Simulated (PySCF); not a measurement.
Homolysis of single bonds, series C Br-H. All species are isolated molecules in the gas phase. Strings in code marks are SMILES.

All values below come from B3LYP-D3(BJ)/def2-TZVP (PySCF 2.14.0). B3LYP has the VWN-RPA correlation part, as in Gaussian. 

```
species                           dipole moment (D)
--------------------------------  -----------------
whole molecule (`BrC(Br)(Br)Br`)               0.00
radical fragment (`Br[C](Br)Br`)         (withheld)
radical fragment (`[Br]`)                      0.00
whole molecule (`BrC(Br)Br`)                   0.90
radical fragment (`Br[CH]Br`)                  0.76
whole molecule (`BrCBr`)                       1.52
radical fragment (`[CH2]Br`)                   0.97
whole molecule (`C`)                     (withheld)
```

Task: Some entries are withheld; supply them.

Result: 
- radical fragment (`Br[C](Br)Br`), dipole moment (D): 0.20
- whole molecule (`C`), dipole moment (D): 0.00
